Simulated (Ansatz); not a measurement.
# MgN₂H₄ (SMILES [NH2][Mg][NH2]): one structure at several levels

One table from this session's results is given with a row withheld; the runs are named, their logs left out.

Method: single points in def2-TZVPP; program: Ansatz 0.2.0, Gaussian basis.

Correlated methods freeze the cores. The outer core shell of Li, Na, Mg and K is correlated.

**Starting geometry**

SMILES `[NH2][Mg][NH2]`, 7 atoms, charge 0, spin multiplicity 1.

Atoms are counted from 1 here; the program's logs count them from 0.

Bond lengths: N1–Mg2 1.798 Å, N1–H4 1.040 Å, N1–H5 1.198 Å, Mg2–N3 1.762 Å, N3–H6 1.160 Å, N3–H7 0.979 Å. Angles: Mg2–N1–H4 131.7°, Mg2–N1–H5 122.4°, H4–N1–H5 102.5°, N1–Mg2–N3 122.5°, Mg2–N3–H6 122.8°, Mg2–N3–H7 127.3°, H6–N3–H7 98.6°.

Coordinates:

```csv
atom,x (Å),y (Å),z (Å)
N1,-1.15820,-0.11820,-0.96120
Mg2,0.55440,0.37300,-0.71590
N3,1.41140,0.09770,0.79850
H4,-1.62420,-1.04730,-0.91770
H5,-2.07250,0.63810,-0.79560
H6,1.44550,-0.93670,1.32230
H7,1.40580,0.66590,1.59570
```

The first run:

Contents of run/in.yaml:

```yaml
crystal:
  periodic: [false, false, false]
  atoms:
    - {symbol: N, position_ang: [-1.158200, -0.118200, -0.961200]}
    - {symbol: Mg, position_ang: [0.554400, 0.373000, -0.715900]}
    - {symbol: N, position_ang: [1.411400, 0.097700, 0.798500]}
    - {symbol: H, position_ang: [-1.624200, -1.047300, -0.917700]}
    - {symbol: H, position_ang: [-2.072500, 0.638100, -0.795600]}
    - {symbol: H, position_ang: [1.445500, -0.936700, 1.322300]}
    - {symbol: H, position_ang: [1.405800, 0.665900, 1.595700]}
basis:
  gaussian: {orbitals: def2-TZVPP}
correlation: {method: ccsd_t}
output: {forces: true}
```

No record of the launch command was kept for these runs.

Steps of the session up to this table: CCSD(T)/def2-TZVPP; PBE0-D4/def2-TZVPP; wB97M-V/def2-TZVPP; r2SCAN-D4/def2-TZVPP; PBE-D4/def2-TZVPP; HSE06-D4/def2-TZVPP; r2SCANh-D4/def2-TZVPP.

One of the session's tables, all rows but one given; the rest of the session is left out.

| method | RMS force component (eV/Å) | angle to CCSD(T) forces (°) | dipole (D) |
| --- | --- | --- | --- |
| CCSD(T) | 2.390 | reference | 2.49 |
| PBE0-D4 | 2.438 | 1.0 | 2.34 |
| wB97M-V | ? | ? | ? |
| r2SCAN-D4 | 2.383 | 0.4 | 2.33 |
| PBE-D4 | 2.310 | 3.4 | 2.11 |
| HSE06-D4 | 2.436 | 1.0 | 2.34 |
| r2SCANh-D4 | 2.424 | 1.1 | 2.39 |

**Question.** Estimate the row for wB97M-V.

The run gave: RMS force component (eV/Å): 2.444; angle to CCSD(T) forces (°): 0.9; dipole (D): 2.34. In the column «RMS force component (eV/Å)» it is the highest.
